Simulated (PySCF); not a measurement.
# C$_{3}$H$_{8}$O: calculation and literature

Numbering as in the mapped SMILES `[CH3:1][CH2:2][CH2:3][OH:4]`; H(Xn) means a hydrogen on atom n.

Measured values that the calculation should reproduce: δ 13C C3 64.2; C2 25.9; C1 10.3; δ 1H H(C3) 3.59; H(C2) 1.59; H(C1) 0.94 ppm (measured; solution, not stated per compound (mostly CDCl3 or CCl4); Pretsch, Buehlmann, Badertscher, Structure Determination of Organic Compounds, 4th ed. (2009)).
δ 17O O4 0.0 ppm (measured; liquid, neat; K. Matsuzaki, S. Hayashi, W. Nakanishi, RSC Adv. 2024, ESI (observed values from its refs S1-S5)). Coupling constants: 3J(H(C3),H(C2)) 6.6 Hz, 3J(H(C2),H(C1)) 7.6 Hz, 1J(C3,C2) 37.8 Hz, 1J(C2,C1) 34.2 Hz.

PySCF 2.14 calculation with J couplings at B3LYP/pcJ-1 (without the spin–dipole term), PBE0-D3(BJ)/def2-SVP structure and σ from GIAO-PBE0/pcSseg-1; one averaged value for each set of equivalent atoms, no relativistic terms, single conformer, isolated molecule.

Q: How close does the calculation come?

A: 
Reference values: measured (solution, not stated per compound (mostly CDCl3 or CCl4); Pretsch, Buehlmann, Badertscher, Structure Determination of Organic Compounds, 4th ed. (2009)).
| atoms | quantity | reference | computed | computed, scaled |
| --- | --- | --- | --- | --- |
| C3 | δ 13C | 64.2 | 68.1 | 65.4 |
| C2 | δ 13C | 25.9 | 31.3 | 29.7 |
| C1 | δ 13C | 10.3 | 10.9 | 9.9 |
| H(C3) | δ 1H | 3.59 | 3.44 | 3.48 |
| H(C2) | δ 1H | 1.59 | 1.34 | 1.48 |
| H(C1) | δ 1H | 0.94 | 0.86 | 1.03 |

Reference values: measured (liquid, neat; K. Matsuzaki, S. Hayashi, W. Nakanishi, RSC Adv. 2024, ESI (observed values from its refs S1-S5)).
```json
{"atoms": "O4", "quantity": "δ 17O vs H2O", "reference": "0.0", "computed": "–", "computed, scaled": "8.3"}
```

Computed shifts are σ(ref) − σ with the named reference compound (TMS for H and C) calculated as an isolated molecule at the same level. The measured values may be among those fitted. Empirical linear scaling, fitted to shifts measured mostly in CDCl3 for H and C (δ vs TMS): 13C (scatter 2.0 ppm rms, 2.2 ppm with the 3 outliers that the fit left out); 1H (scatter 0.21 ppm rms); 17O (scatter 11.6 ppm rms vs liquid water, solution or neat liquid). Occasional misses reach two or three times the rms, and more in compound classes unlike the fitted ones. Hydrogens on heteroatoms aren't scaled, only referred to computed TMS.

Coupling constants in Hz:
```tsv
coupling	reference	computed	source
3J(H(C3),H(C2))	6.6	8.0	measured; liquid or solution (compiled); DeVience et al., arXiv:2103.01289 (literature column, mostly SDBS)
3J(H(C2),H(C1))	7.6	8.4	measured; liquid or solution (compiled); DeVience et al., arXiv:2103.01289 (literature column, mostly SDBS)
1J(C3,C2)	37.8	37.1	measured; liquid or solution; F. J. Weigert, PhD thesis, Caltech 1968 (Carbon-13 magnetic resonance spectroscopy)
1J(C2,C1)	34.2	36.3	measured; liquid or solution; F. J. Weigert, PhD thesis, Caltech 1968 (Carbon-13 magnetic resonance spectroscopy)
```

Q: How far are the unscaled 13C shifts from the references?

A: Mean signed difference +3.30 ppm, mean absolute 3.30 ppm over 3 comparisons; the largest is +5.4 ppm at C2 (sp3 CH2).

Q: How far are the unscaled 1H shifts from the references?

A: Mean signed difference -0.16 ppm, mean absolute 0.16 ppm over 3 comparisons; the largest is -0.25 ppm at H(C2) (hydrogen on an sp3 CH2).

11 of the 12 published NMR values on file for this molecule are compared. The rest: values from further sources.

Unscaled 3J(H,H) at this level run about 9 % above measured values. Vicinal H,H couplings across rotating CH2–CH2 and CH–CH2 bonds are estimated from the computed gauche and anti values for equal rotamer populations, (2 J gauche + J anti)/3.
